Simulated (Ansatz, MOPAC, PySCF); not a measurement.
Molecule: C3H6Cl, net charge 0, doublet state. SMILES: CC[CH]Cl
Geometry: optimised at B3LYP-D3(BJ)/def2-TZVP (Ansatz, a quantum-chemistry and plane-wave program).

Unscaled harmonic wavenumbers (cm⁻¹) in rising order, each level at the stationary point that it reaches from this structure (no distance between atoms moves by over 0.3 Å); the order of modes can differ between levels, and a negative number is imaginary. B3LYP-D3(BJ)/def2-TZVP (PySCF, at the structure above): 71, 230, 235, 330, 377, 771, 810, 945, 1055, 1069, 1144, 1258, 1273, 1375, 1415, 1474, 1498, 1505, 2952, 3019, 3036, 3096, 3105, 3204.

AM1 (MOPAC): 24, 154, 267, 421, 490, 805, 888, 1050, 1052, 1187, 1197, 1236, 1279, 1375, 1390, 1392, 1433, 1465, 2985, 3057, 3065, 3071, 3158, 3204. Zero-point energy 51.0 against 50.4 kcal/mol; where all levels lie over 400 cm⁻¹, the wavenumbers are on average 1.015 times those of B3LYP-D3(BJ)/def2-TZVP.

HF/3-21G (Ansatz): 89, 243, 250, 372, 513, 740, 873, 970, 1075, 1196, 1225, 1334, 1419, 1498, 1578, 1643, 1671, 1673, 3183, 3204, 3243, 3268, 3273, 3389. Zero-point energy 54.2 against 50.4 kcal/mol; where all levels lie over 400 cm⁻¹, the wavenumbers are on average 1.072 times those of B3LYP-D3(BJ)/def2-TZVP.

HF/6-31G* (Ansatz): 91, 251, 256, 394, 517, 826, 870, 1005, 1130, 1175, 1228, 1378, 1402, 1520, 1566, 1629, 1642, 1649, 3172, 3207, 3235, 3271, 3278, 3387. Zero-point energy 54.4 against 50.4 kcal/mol; where all levels lie over 400 cm⁻¹, the wavenumbers are on average 1.080 times those of B3LYP-D3(BJ)/def2-TZVP.

B3LYP/6-31G* (Ansatz): 77, 232, 236, 372, 392, 771, 813, 947, 1060, 1080, 1152, 1273, 1289, 1391, 1439, 1504, 1527, 1535, 2968, 3048, 3054, 3119, 3128, 3221. Zero-point energy 50.9 against 50.4 kcal/mol; where all levels lie over 400 cm⁻¹, the wavenumbers are on average 1.009 times those of B3LYP-D3(BJ)/def2-TZVP.
